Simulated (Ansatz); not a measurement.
C₂H₄ClF, SMILES `FCCCl`. Total charge 0; spin multiplicity 1.

```tsv
atom	x (Å)	y (Å)	z (Å)
F1	0.957	-0.121	-1.472
C2	-0.196	-0.201	-0.727
C3	0.036	0.292	0.672
Cl4	1.104	-0.788	1.596
H5	-0.954	0.430	-1.206
H6	-0.535	-1.240	-0.728
H7	0.502	1.278	0.660
H8	-0.914	0.349	1.205
```

(1) Give the diagnostics of a CCSD(T)/def2-TZVPP run (frozen core, Ansatz 0.2.0). (Estimate.)

Results:

(1) Computed: T1 = 0.0096, largest single amplitude 0.008, largest double 0.017, (T) share of the correlation energy 3.5 %, 8 CCSD cycles. The RHF solution is stable towards an unrestricted one. T1 lies under the customary mark of 0.02 for closed shells.
